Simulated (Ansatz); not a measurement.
# CHAl (triplet): from Hartree-Fock to the top rungs at distance Al1–C2 = 3.614 Å, 6-31G

How much of the correlation energy of CHAl (triplet) does each wave-function method recover here?

Method: 6-31G, core rule «outside noble gas», up to 6 orbitals frozen; program: Ansatz 0.2.0, Gaussian basis.

The runs, in order: UHF; CCSD(T) on ROHF; CCSD(T) on UHF; BCCD(T) on ROHF; CISD; CCSDT(Q) on ROHF; CCSDT(Q) on UHF; CISDTQ; CCSDTQ on ROHF; CCSDTQ on UHF; CASSCF and MRCISD+Q, 4 electrons in 4 orbitals; CASSCF and NEVPT2, 4 electrons in 4 orbitals; CASSCF and MRCISD+Q, 8 electrons in 9 orbitals; CASSCF and NEVPT4(SD), 8 electrons in 9 orbitals; CASSCF and NEVPT2, 8 electrons in 9 orbitals; Full CI.

18 further runs of the same task are left out: 14 that didn't finish, 4 set aside as unsound or not needed.

## 1. The system

The geometry derives from a PBE0/def2-TZVP stationary point (not a proven minimum). One bond is set to the value named and the two fragments are kept rigid.

3 atoms, charge 0, spin multiplicity 3.

Atoms are counted from 1 here; the program's logs count them from 0.

Bond lengths: Al1–H3 1.601 Å.

## 2. UHF

in.yaml

```yaml
crystal:
  periodic: [false, false, false]
  atoms:
    - {symbol: Al, position_ang: [0.000000, 0.000000, 0.671033]}
    - {symbol: C, position_ang: [0.000000, 0.000000, -2.942967]}
    - {symbol: H, position_ang: [0.000000, 0.000000, 2.271933]}
basis:
  gaussian: {orbitals: 6-31G}
magnetization: {spin_polarized: true, initial_magnetization: 2}
hamiltonian: {xc: hf}
output: {orbitals: {seedname: orbitals}}
```

Launch:

```
ansatz run in.yaml --threads 1 --pin off --events-out ev --progress --plain --max-ram 2393MiB
```

The runs that follow: CCSD(T) on ROHF; CCSD(T) on UHF; BCCD(T) on ROHF; CISD; CCSDT(Q) on ROHF; CCSDT(Q) on UHF; CISDTQ; CCSDTQ on ROHF; CCSDTQ on UHF; CASSCF and MRCISD+Q, 4 electrons in 4 orbitals; CASSCF and NEVPT2, 4 electrons in 4 orbitals; CASSCF and MRCISD+Q, 8 electrons in 9 orbitals; CASSCF and NEVPT4(SD), 8 electrons in 9 orbitals; CASSCF and NEVPT2, 8 electrons in 9 orbitals; Full CI.

Before running them: what should the planned runs give, taken together? Wanted: FCI below the RHF energy; RMP2 from FCI; UMP2 from FCI; RCCSD from FCI; RCCSD(T) from FCI; UCCSD(T) from FCI; RCCSDT(Q) from FCI; UCCSDT(Q) from FCI; NEVPT2 pair from FCI.

**Answer**, as computed:

| quantity | value |
| --- | --- |
| FCI below the RHF energy | -2.3436 eV |
| RMP2 from FCI | +866.6 meV |
| UMP2 from FCI | +854.1 meV |
| RCCSD from FCI | +38.4 meV |
| RCCSD(T) from FCI | +14.6 meV |
| UCCSD(T) from FCI | +14.1 meV |
| RCCSDT(Q) from FCI | +0.8 meV |
| UCCSDT(Q) from FCI | +0.2 meV |
| NEVPT2 pair from FCI | +696.4 meV |
| NEVPT2 valence from FCI | +320.4 meV |
| NEVPT4(SD) valence from FCI | +69.5 meV |
| levels within 1 kcal/mol (43 meV) | RCCSD, UCCSD, RCCSD(T), UCCSD(T), BCCD(T), RCCSDT, UCCSDT, CISDTQ, RCCSDT(Q), UCCSDT(Q), RCCSDTQ, UCCSDTQ, MRCISD valence, MRCISD+Q valence |
| T1 diagnostic | 0.017 |
| effectively unpaired electrons | 2.08 |

**Reading.** RCCSD(T) lands +14.6 meV from the yardstick (0.6 % of the correlation energy). One determinant dominates. Of the multireference levels listed MRCISD+Q valence comes nearest in total energy (+18.9 meV), which doesn't show that its space is the better one. These misses are within one basis, not against nature; the frozen cores of restricted and unrestricted runs differ, which can shift their rows.
